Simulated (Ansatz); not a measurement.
C6H5, SMILES `[c]1ccccc1` radical from Hartree–Fock to CCSD(T)

```csv
atom,x (Å),y (Å),z (Å)
C1,0.8168,1.3067,0.1432
C2,0.4276,0.6879,1.2998
C3,-0.3079,-0.4888,1.1579
C4,-0.6097,-0.9753,-0.1069
C5,-0.1862,-0.3016,-1.2446
C6,0.5506,0.8771,-1.1283
H7,0.6716,1.0812,2.2801
H8,-0.6432,-1.0224,2.0410
H9,-1.1816,-1.8904,-0.2072
H10,-0.4269,-0.6896,-2.2287
H11,0.8888,1.4152,-2.0064
```

The species carries charge 0 and has multiplicity 2. All single points use the PBE0-D4/def2-TZVP geometry. Frozen core, unrestricted reference, Ansatz 0.2.0. CBS rows extrapolate triple and quadruple zeta; past MP2 they add the triple-zeta difference.

```tsv
basis	HF (Eh)	MP2 corr.
def2-SVP	-229.89420	-0.70335
def2-TZVPP	-230.14447	-0.86393
def2-QZVPP	-230.15396	-0.92172
```

Estimate the CCSD correlation energy and the (T) correction in each basis where they were run (hartree).


```csv
basis,CCSD corr.,(T)
def2-SVP,-0.77536,-0.03501
def2-TZVPP,-0.92368,-0.05030
CBS(def2),-1.02428,as TZ
```

The UHF reference is spin-contaminated (⟨S²⟩ = 1.32, T1 = 0.045).
